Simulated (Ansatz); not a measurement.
**AlNa− (doublet): from a generated start to a stationary point**

Aim: relax a generated start of AlNa− (doublet) and see which bonds hold.

Program: Ansatz 0.2.0, Gaussian basis. Level of theory: UKS PBE0/def2-TZVPD. These are calculated values, not measurements.

## (1) Starting geometry

2 atoms, charge -1, spin multiplicity 2.

Atoms are counted from 1 here; the program's logs count them from 0.

Bond lengths: Al1–Na2 2.613 Å.

The start is set by covalent radii. Sticks and bond lists go by distance. 

## (2) The run

in.yaml

```yaml
crystal:
  periodic: [false, false, false]
  atoms:
    - {symbol: Al, position_ang: [0.000000, 0.000000, 0.000000]}
    - {symbol: Na, position_ang: [0.000000, 0.000000, 2.613300]}
basis:
  gaussian: {orbitals: def2-TZVPD}
total_charge: -1
magnetization: {spin_polarized: true, initial_magnetization: 1}
hamiltonian: {xc: pbe0}
relax: {f_tol: 0.004, max_steps: 80}
```

Command:

```bash
> ansatz run in.yaml --threads 1 --pin off --events-out ev --progress --plain --max-ram 2176MiB
```

**Question.** What will these runs give? Wanted: energy gained; shift from the start; total energy; ⟨S²⟩.

The runs gave:

```
                  quantity           value
                     steps               7
             energy gained        0.285 eV
shift from the start (rms)         0.280 Å
              total energy  -11006.4444 eV
                      ⟨S²⟩           1.211
```

In words: By distance, Al1–Na2 opened. Al1–Na2 went from 2.613 to 3.173 Å. The determinant is spin-contaminated (excess 0.46). No vibrations were run, so this is a stationary point, not a proven minimum, and this spin need not be the ground state's.
